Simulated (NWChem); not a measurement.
water (H$_{2}$O); SMILES O

```xyz
3

O      0.0000     0.0000     0.1326
H      0.7626     0.0000    -0.4646
H     -0.7626     0.0000    -0.4646
```
Atoms are numbered in this order, from 1.

Results from NWChem. Geometry optimised at B3LYP/6-31G*; all other runs use it. Pople sets run with spherical d functions.

```json
[
 {"quantity": "isotropic polarisability (bohr³), static", "level": "PBE/def2-SVPD", "value": "10.2"},
 {"quantity": "vertical, lowest state with f > 0.02, singlet (eV)", "level": "PBE/def2-SVPD, TDA", "value": "6.95"},
 {"quantity": "vertical ionisation energy, ΔSCF (eV)", "level": "PBE/def2-SVP", "value": "12.34"},
 {"quantity": "dipole in solution (D) in n-hexane", "level": "B3LYP/6-31G*, SMD", "value": "2.16"},
 {"quantity": "dipole (D)", "level": "B3LYP/6-31G*", "value": "2.09"},
 {"quantity": "highest harmonic frequency (cm⁻¹)", "level": "B3LYP/6-31G*", "value": "3845"}
]
```
